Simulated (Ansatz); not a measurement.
**hcp Zr**

These are LDA (plane waves, PAW; Ansatz, an electronic-structure program) values and carry that method's errors.

Run with plane-wave cutoff 500 eV, 18×12×1 k mesh (along the axes of the cell as run), Fermi–Dirac smearing 0.1 eV, scalar-relativistic PAW data made under PBE.

Cell: relaxed at this level.

| Item | Value |
|---|---|
| surface energy of the (10-10) face | 2.17 J/m² |
| work function of the (10-10) face | 3.71 eV |

The slab of 10 atoms is relaxed and unreconstructed.

The computed numbers hold no vibrational or temperature effects.

The result took about 25 core-minutes (a rough figure).
